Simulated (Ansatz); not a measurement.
# NaSiH2+: one structure at several levels

The atoms stand at a structure displaced at random from a GFN2-xTB minimum. How far do the functionals agree with CCSD(T) there?

Program: Ansatz 0.2.0, Gaussian basis. Level of theory: single points in def2-TZVPP. These are calculated values, not measurements.

Correlated methods freeze the cores. The outer core shell of Li, Na, Mg and K is correlated.

**1. Where the work starts**

4 atoms, charge 1, spin multiplicity 1.

Atoms are counted from 1 here; the program's logs count them from 0.

Bond lengths: Na1–Si2 3.060 Å, Si2–H3 1.511 Å, Si2–H4 1.643 Å. Angles: Na1–Si2–H3 132.2°, Na1–Si2–H4 129.9°, H3–Si2–H4 96.6°.

Geometry (Å):

```xyz
4

Na   -2.5951    1.1820   -0.3281
Si    0.1929   -0.0489   -0.0567
H     0.7491   -1.3977   -0.4479
H     1.4674    0.4203    0.8685
```

**2. CCSD(T)/def2-TZVPP**

run/in.yaml reads:

```yaml
crystal:
  periodic: [false, false, false]
  atoms:
    - {symbol: Na, position_ang: [-2.595100, 1.182000, -0.328100]}
    - {symbol: Si, position_ang: [0.192900, -0.048900, -0.056700]}
    - {symbol: H, position_ang: [0.749100, -1.397700, -0.447900]}
    - {symbol: H, position_ang: [1.467400, 0.420300, 0.868500]}
basis:
  gaussian: {orbitals: def2-TZVPP}
total_charge: 1
correlation: {method: ccsd_t}
output: {forces: true}
```

The command line of these runs was not kept.

**3. PBE0-D4/def2-TZVPP**

run/in.yaml, as its differences from that of step 2:

```diff
@@ -10,3 +10,3 @@
 total_charge: 1
-correlation: {method: ccsd_t}
-output: {forces: true}
+hamiltonian: {xc: pbe0, dispersion: d4}
+output: {forces: true, orbitals: {seedname: orbitals}}
```

**4. wB97M-V/def2-TZVPP**

run/in.yaml, as its differences from that of step 3:

```diff
@@ -10,3 +10,3 @@
 total_charge: 1
-hamiltonian: {xc: pbe0, dispersion: d4}
-output: {forces: true, orbitals: {seedname: orbitals}}
+hamiltonian: {xc: {name: wB97M-V}}
+output: {forces: true}
```

**5. r2SCAN-D4/def2-TZVPP**

run/in.yaml, as its differences from that of step 4:

```diff
@@ -10,3 +10,3 @@
 total_charge: 1
-hamiltonian: {xc: {name: wB97M-V}}
+hamiltonian: {xc: r2scan, dispersion: d4}
 output: {forces: true}
```

**6. PBE-D4/def2-TZVPP**

run/in.yaml, as its differences from that of step 5:

```diff
@@ -10,3 +10,3 @@
 total_charge: 1
-hamiltonian: {xc: r2scan, dispersion: d4}
+hamiltonian: {xc: pbe, dispersion: d4}
 output: {forces: true}
```

**7. wB97X-V/def2-TZVPP**

run/in.yaml, as its differences from that of step 6:

```diff
@@ -10,3 +10,3 @@
 total_charge: 1
-hamiltonian: {xc: pbe, dispersion: d4}
+hamiltonian: {xc: {name: wB97X-V}}
 output: {forces: true}
```

**8. r2SCANh-D4/def2-TZVPP**

run/in.yaml, as its differences from that of step 7:

```diff
@@ -10,3 +10,3 @@
 total_charge: 1
-hamiltonian: {xc: {name: wB97X-V}}
+hamiltonian: {xc: {name: r2SCANh}, dispersion: d4}
 output: {forces: true}
```

(Steps that only read results are left out.)

**Question.** What will these runs give? Wanted: energy less free atoms, CCSD(T)/def2-TZVPP; RMS force component; RMS force error; HOMO and LUMO, PBE0-D4; T1 diagnostic.

**Answer**, as computed:

```
                                  quantity                                                                                              value
energy less free atoms, CCSD(T)/def2-TZVPP                                                                                      -191.5 kJ/mol
                       RMS force component                                                               0.659 to 0.812 eV/Å over the methods
                           RMS force error  PBE0-D4 0.052, wB97M-V 0.039, r2SCAN-D4 0.055, PBE-D4 0.168, wB97X-V 0.027, r2SCANh-D4 0.027 eV/Å
                    HOMO and LUMO, PBE0-D4                                                                                -11.89 and -7.64 eV
                             T1 diagnostic                                                                                              0.010
```

Against CCSD(T) the functionals' energies less atoms differ by -22.6 to +18.6 kJ/mol, PBE-D4 by +17.9 kJ/mol. CCSD(T) in triple zeta still lacks some correlation energy of the bonds, so part of these gaps is its own basis error and they don't rank the functionals. On forces the order runs from r2SCANh-D4 to PBE-D4. Frozen-core CCSD(T) forces in triple zeta carry basis errors of their own, and this is one geometry, so small gaps rank nothing. The restricted Hartree–Fock reference is unstable towards an unrestricted one at one or more of these structures.
